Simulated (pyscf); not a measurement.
HO–As(OH)–OH (SMILES O[As](O)O) + H• (SMILES [H]) -> •O–As(OH)–OH (SMILES [O][As](O)O) + H₂ (SMILES [H][H]), a hydrogen abstraction (doublet surface; H–O broken, H–H formed). Structures and frequencies: ωB97X-D3(BJ)/def2-SVP in PySCF. Energies in kJ/mol from the separated reactants.

AM1 to PM7: differences of heats of formation from MOPAC, which are fitted to 298 K values and so differ in kind from electronic energies by zero-point and thermal terms. Open shells are spin-unrestricted. 

In single points PM7 puts the saddle at -81.0 kJ/mol and the reaction energy at -214.3 kJ/mol. Should these be trusted to within a few kcal/mol? Compare with ωB97M-D3(BJ)/def2-TZVP.

ωB97M-D3(BJ)/def2-TZVP gives ΔE‡ = 63.8 kJ/mol and ΔE = +27.8 kJ/mol. PM7 lies 144.8 kJ/mol under it in the barrier and 242.1 kJ/mol under it in the reaction energy, so on this step it does not hold to within 12.6 kJ/mol. At PM7 this geometry lies under one side, so its ΔE‡ may be no barrier of that level. ωB97M-D3(BJ)/def2-TZVP has limits of its own. This is the saddle that the search found; another between the same sides may lie lower. The angle at the transferred H is 168°. In the def2 sets elements up to Kr have no core potential.
